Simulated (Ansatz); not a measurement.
Al$_{2}$O$_{3}$ (R-3c)

Method: Ansatz, DFT PBE, scalar-relativistic, plane waves, PAW.

Cutoff 420 eV; k points 6×6×6 on the computed 10-atom cell (Γ-centred); Gaussian smearing, width 0.02 eV; no spin polarisation.

The structure is relaxed at this level of theory with its symmetry kept.

```cif
data_structure
_symmetry_space_group_name_H-M 'P 1'
_symmetry_Int_Tables_number 1
_cell_length_a 5.1811
_cell_length_b 5.1811
_cell_length_c 5.1811
_cell_angle_alpha 55.299
_cell_angle_beta 55.299
_cell_angle_gamma 55.299
_cell_volume 87.60
loop_
_atom_site_label
_atom_site_type_symbol
_atom_site_fract_x
_atom_site_fract_y
_atom_site_fract_z
_atom_site_occupancy
Al1 Al 0.35215 0.35215 0.35215 1
Al2 Al 0.14785 0.14785 0.14785 1
Al3 Al 0.64785 0.64785 0.64785 1
Al4 Al 0.85215 0.85215 0.85215 1
O1 O 0.55617 0.94383 0.25000 1
O2 O 0.25000 0.55617 0.94383 1
O3 O 0.94383 0.25000 0.55617 1
O4 O 0.44383 0.05617 0.75000 1
O5 O 0.75000 0.44383 0.05617 1
O6 O 0.05617 0.75000 0.44383 1
```

```
Space group                                                       : R-3c (No. 167)
Volume per atom                                                   : 8.76 Å³
Formation energy from the elements' standard states (uncorrected) : -2.978 eV/atom
Kohn–Sham band gap                                                : 5.85 eV
Löwdin character of the top 1 eV of the valence band              : O 2p 96 %
Löwdin character of the lowest 1 eV of the conduction band        : Al 3s 42 %, O 2s 38 %, Al 3p 13 %
Bader charges (e)                                                 : Al (4 in the cell) 2.55, O (6 in the cell) -1.70
```

Cost: 1 run of about 3.5 core-minutes, on Intel Xeon Platinum 8259CL (Skylake/Cascade Lake) (shared hosts).